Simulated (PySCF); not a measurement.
**How the method changes the constants of SiH⁻**

State: ³Σ⁻ (triplet), unpaired electrons π ↑↑. Set-up: basis Si aug-pcseg-1, H aug-pcseg-1; no relativity; PySCF 2.14. De refers to Si⁻ + H in their high-spin ground configurations, without counterpoise correction. The functionals are run spin-unrestricted. A positive dipole points towards H; it is taken about the centre of mass and depends on that origin.

```json
{"Level": "UHF", "Re (Å)": "1.546", "ωe (cm⁻¹)": "1943", "De (eV)": "n/a", "μ (D)": "0.13"}
{"Level": "UHF-MP2", "Re (Å)": "1.548", "ωe (cm⁻¹)": "1923", "De (eV)": "2.61", "μ (D)": "n/a"}
{"Level": "UHF-SCS-MP2", "Re (Å)": "1.551", "ωe (cm⁻¹)": "1903", "De (eV)": "n/a", "μ (D)": "n/a"}
{"Level": "UHF-CCSD", "Re (Å)": "1.556", "ωe (cm⁻¹)": "1868", "De (eV)": "2.75", "μ (D)": "n/a"}
{"Level": "UHF-CCSD(T)", "Re (Å)": "1.558", "ωe (cm⁻¹)": "1855", "De (eV)": "2.77", "μ (D)": "n/a"}
{"Level": "PBE", "Re (Å)": "1.578", "ωe (cm⁻¹)": "1786", "De (eV)": "2.96", "μ (D)": "-0.18"}
{"Level": "PW91", "Re (Å)": "1.575", "ωe (cm⁻¹)": "1792", "De (eV)": "2.99", "μ (D)": "-0.18"}
{"Level": "r²SCAN", "Re (Å)": "1.560", "ωe (cm⁻¹)": "1857", "De (eV)": "3.02", "μ (D)": "-0.03"}
{"Level": "PBE0", "Re (Å)": "1.564", "ωe (cm⁻¹)": "1858", "De (eV)": "2.96", "μ (D)": "-0.07"}
{"Level": "M06", "Re (Å)": "1.555", "ωe (cm⁻¹)": "1886", "De (eV)": "3.12", "μ (D)": "-0.04"}
{"Level": "BHandHLYP", "Re (Å)": "1.549", "ωe (cm⁻¹)": "1902", "De (eV)": "n/a", "μ (D)": "-0.04"}
```

The bond length runs from 1.546 Å (UHF) to 1.578 Å (PBE). De spans 2.61 eV (UHF-MP2, perturbation theory) to 3.12 eV (M06, hybrid meta-GGA).

Correlated steps freeze 5 core orbitals. Correlated levels converge slowly with the basis: in double zeta they bind strong bonds too weakly, by up to about 1 eV, and carry superposition errors of some tenths. For an ion De counts to the pair picked by the measured ionisation energies or electron affinities, which need not be the lowest pair at this level. The highest Kohn–Sham level is positive in this anion. Much of that is self-interaction error, but it also means that the finite basis helps to hold the extra electron. The state is the lowest determinant that a PBE0 search found; another state may lie lower at other levels.
